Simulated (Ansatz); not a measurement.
Process, species as SMILES: C(=C)F → C=[C-]F + H+
B3LYP-D3(BJ)/def2-TZVP geometries, fixed; electronic energies without zero-point terms.

Basis-set convergence of the deprotonation energy at HF with Ansatz (an electronic-structure program). Cartesian d functions, on some or all atoms, in 6-31+G*; all else is spherical. The proton leaves the site shown, which need not be the most acidic. No added dispersion term, no relativity. Functions are those of the species that has most. Reference: the value in aug-pcseg-3, 405.79 kcal/mol, itself unsure by roughly 0.14 kcal/mol (its mean distance from aug-cc-pVQZ, def2-QZVPPD). Deviations are taken from unrounded values.

| basis | functions |
|---|---|
| 6-31+G* | 63 |
| 6-311+G** | 84 |
| aug-cc-pVDZ | 96 |
| aug-pcseg-1 | 96 |
| 6-311++G(2d,2p) | 111 |
| jun-cc-pV(T+d)Z | 159 |
| 6-311++G(3df,3pd) | 171 |
| aug-cc-pVTZ | 207 |
| aug-pcseg-2 | 207 |
| aug-cc-pVQZ | 378 |
| aug-pcseg-3 | 402 |

Which is the smallest set listed that can be trusted to 2 kcal/mol here, that is, within that of the reference together with its larger relatives (same family, alike in diffuse functions; a set with none to test it counts only in the reference's own line)?

The smallest set listed that lies within 2 kcal/mol of the reference with all its larger relatives (same family, alike in diffuse functions; a set with none counts only in the reference's own line) is 6-311++G(2d,2p) (111 functions, -1.25 kcal/mol off). Value minus reference: 6-31+G* -4.30, 6-311+G** -2.78, aug-cc-pVDZ -3.88, aug-pcseg-1 -3.51, 6-311++G(2d,2p) -1.25, jun-cc-pV(T+d)Z -0.61, 6-311++G(3df,3pd) -0.36, aug-cc-pVTZ -0.59, aug-pcseg-2 -0.16, aug-cc-pVQZ -0.28, aug-pcseg-3 0.00 kcal/mol.
